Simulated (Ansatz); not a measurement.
# CH₅N (triplet): the correlation ladder at distance C1–H5 along a hydrogen transfer = 1.126 Å, cc-pVDZ

How much of the correlation energy of CH₅N (triplet) does each wave-function method recover here?

Computed with Ansatz 0.2.0, Gaussian basis. Level: cc-pVDZ, core rule «outside noble gas», up to 2 orbitals frozen.

To be run: UHF; CCSD(T) on ROHF; CCSD(T) on UHF; BCCD(T) on ROHF; CISD; CCSDT(Q) on ROHF; CCSDT(Q) on UHF; CASSCF and MRCISD+Q, 4 electrons in 4 orbitals; CASSCF and NEVPT2, 4 electrons in 4 orbitals.

### Step 1. The system

The geometry derives from fragments relaxed apart (PBE0/def2-TZVP) and kept rigid, so it is no stationary point. A hydrogen atom is moved between rigid fragments.

7 atoms, charge 0, spin multiplicity 3.

Atoms are counted from 1 here; the program's logs count them from 0.

Bond lengths: C1–H2 1.090 Å, C1–H3 1.090 Å, C1–H4 1.090 Å, C1–H5 1.126 Å, H5–N6 1.259 Å, N6–H7 1.040 Å. Angles: H2–C1–H3 109.5°, H2–C1–H4 109.5°, H2–C1–H5 109.5°, H3–C1–H4 109.5°, H3–C1–H5 109.5°, H4–C1–H5 109.5°, C1–H5–N6 180.0°, H5–N6–H7 105.0°.

### Step 2. UHF

in.yaml reads:

```yaml
crystal:
  periodic: [false, false, false]
  atoms:
    - {symbol: C, position_ang: [-1.162948, 0.032592, 0.000000]}
    - {symbol: H, position_ang: [-1.526154, 1.059892, 0.000000]}
    - {symbol: H, position_ang: [-1.526154, -0.481059, 0.889668]}
    - {symbol: H, position_ang: [-1.526154, -0.481059, -0.889669]}
    - {symbol: H, position_ang: [-0.036948, 0.032592, 0.000000]}
    - {symbol: N, position_ang: [1.222052, 0.032592, 0.000000]}
    - {symbol: H, position_ang: [1.491133, -0.971635, 0.000000]}
basis:
  gaussian: {orbitals: cc-pVDZ}
magnetization: {spin_polarized: true, initial_magnetization: 2}
hamiltonian: {xc: hf}
output: {orbitals: {seedname: orbitals}}
```

The run is started by

```
ansatz run in.yaml --threads 1 --pin off --events-out ev --progress --plain --max-ram 4096MiB --backend cpu
```

The runs that follow: CCSD(T) on ROHF; CCSD(T) on UHF; BCCD(T) on ROHF; CISD; CCSDT(Q) on ROHF; CCSDT(Q) on UHF; CASSCF and MRCISD+Q, 4 electrons in 4 orbitals; CASSCF and NEVPT2, 4 electrons in 4 orbitals.

Before running them: what should the planned runs give, taken together? Wanted: UCCSDT(Q) below the RHF energy; RMP2 from UCCSDT(Q); UMP2 from UCCSDT(Q); RCCSD from UCCSDT(Q); RCCSD(T) from UCCSDT(Q); UCCSD(T) from UCCSDT(Q); RCCSDT(Q) from UCCSDT(Q); NEVPT2 pair from UCCSDT(Q); MRCISD+Q pair from UCCSDT(Q).

The runs gave:

```
                         quantity                                                   value
   UCCSDT(Q) below the RHF energy                                              -9.3936 eV
              RMP2 from UCCSDT(Q)                                         +30.77 kcal/mol
              UMP2 from UCCSDT(Q)                                         +31.29 kcal/mol
             RCCSD from UCCSDT(Q)                                          +5.47 kcal/mol
          RCCSD(T) from UCCSDT(Q)                                          +0.78 kcal/mol
          UCCSD(T) from UCCSDT(Q)                                          +0.78 kcal/mol
         RCCSDT(Q) from UCCSDT(Q)                                          +0.03 kcal/mol
       NEVPT2 pair from UCCSDT(Q)                                         +31.12 kcal/mol
     MRCISD+Q pair from UCCSDT(Q)                                          +2.58 kcal/mol
levels within 1 kcal/mol (43 meV)  RCCSD(T), UCCSD(T), BCCD(T), RCCSDT, UCCSDT, RCCSDT(Q)
                    T1 diagnostic                                                   0.021
```

RCCSD(T) lands +0.78 kcal/mol from the yardstick (0.4 % of the correlation energy). Of the multireference levels listed MRCISD+Q pair comes nearest in total energy (+2.58 kcal/mol), which doesn't show that its space is the better one. These misses are within one basis, not against nature; the frozen cores of restricted and unrestricted runs differ, which can shift their rows.
